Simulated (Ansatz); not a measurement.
System: CH5Si, net charge 0, doublet state. It need not be the lowest isomer of its formula. 
Structure (B3LYP-D3(BJ)/def2-TZVP (Ansatz, a quantum-chemistry and plane-wave program) minimum search):
SMILES: C[SiH2]
```xyz
7

C     -0.0008     0.0642    -1.2011
Si     0.0002     0.0478     0.6809
H      0.0023    -0.9574    -1.5919
H     -0.8865     0.5712    -1.5864
H      0.8811     0.5770    -1.5873
H     -1.2107    -0.6263     1.2208
H      1.2161    -0.6184     1.2195
```
Charge 0, spin multiplicity 2.

Basis-set convergence of Hartree-Fock and CCSD(T) correlation energies (hartree) with Ansatz. Valence correlation only, unless marked. UHF or UKS for open shells. No spin-orbit coupling. Non-relativistic.

```tsv
basis	functions	E(HF)	E(corr, CCSD(T))
def2-SVP	57	-329.55178	-0.27984
def2-TZVPP	143	(withheld)	(withheld)
```

What belongs in the gaps?


- def2-TZVPP, E(HF): -329.69898
- def2-TZVPP, E(corr, CCSD(T)): -0.33812
